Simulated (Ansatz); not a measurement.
Reaction (substitution at a C–C bond): `CC` + `NC(O)(O)F` → `COC(N)(O)F` + CH₄

Isolated molecules relaxed with PBE0-D4/def2-TZVP in Ansatz; ΔE leaves out vibrations. CBS: MP2 limit from def2 TZ/QZ plus the TZ coupled-cluster correction, frozen cores. This one scheme is used for every species. Functionals use def2-TZVPP. B3LYP here is the variant with VWN-RPA as its local correlation; programs differ in this. Each species was taken in one conformer, which may not be the lowest.

```csv
level,ΔE (kJ/mol)
B3LYP-D4,32.8
PBE,39.3
MP2/def2-TZVPP,40.2
SCS-MP2/def2-TZVPP,38.1
CCSD(T)/def2-TZVPP,37.0
HF/def2-QZVPP,37.7
SCS-MP2/def2-QZVPP,38.9
HF/CBS(def2),37.7
```

What does CCSD(T)/CBS give? (Estimate.)

Ansatz gave: +38.1 kJ/mol. The listed levels differ from it by -5.3, 1.2, 2.1, 0.0, -1.1, -0.4, 0.8, -0.4 kJ/mol.

Largest T1 diagnostic among the species: 0.011.

The D4 term adds −3.9 kJ/mol with B3LYP and −2.4 kJ/mol with PBE0; it sums over pairs of atoms, weighted by their polarisabilities, and B3LYP, whose exchange is more repulsive, gets the larger term.
